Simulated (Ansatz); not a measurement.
Rhombohedral A7 Bi was calculated with PBE-D3(BJ) in Ansatz (PAW).

Run with plane-wave cutoff 520 eV, 16×16×16 k mesh, Fermi–Dirac smearing 0.05 eV, scalar-relativistic PAW data made under PBE.

Energies at three volumes about the minimum:

```
V (Å³/atom)  E − E_lowest (meV/atom)
-----------  -----------------------
33.885                          1.70
34.576                          0.00
35.268                          1.53
```

Problem. Fit a parabola by hand: where is the minimum, and what is the bulk modulus?

Solution. Slopes: (0.00 − 1.70)/(34.576 − 33.885) = -2.460 and (1.53 − 0.00)/(35.268 − 34.576) = 2.211 meV/Å³. Curvature E″ = 2 × (2.211 − (-2.460))/(35.268 − 33.885) = 6.755 meV/Å⁶. From the middle of the first interval, the slope vanishes at V0 = 34.2305 − (-2.460)/6.755 = 34.595 Å³/atom. B = V0 E″ = 34.595 × 6.755 meV/Å³ × 0.1602 GPa per meV/Å³ = 37.4 GPa. The full Birch–Murnaghan fit to all volumes gives V0 = 34.577 Å³/atom and B0 = 37.3 GPa.

Shape and atoms are relaxed at each volume.

Measured, for comparison: bulk modulus 32.1 GPa (copied from a table, unchecked, extrapolated to 0 K and zero-point effects removed; as tabulated in Lejaeghere et al. (2013), arXiv:1204.2733). Computed (rounded) less measured: bulk modulus not scored (unchecked).

Note: the bulk modulus comes from volumes at which shape and atoms were relaxed.

Ansatz is a quantum-chemistry and plane-wave program.
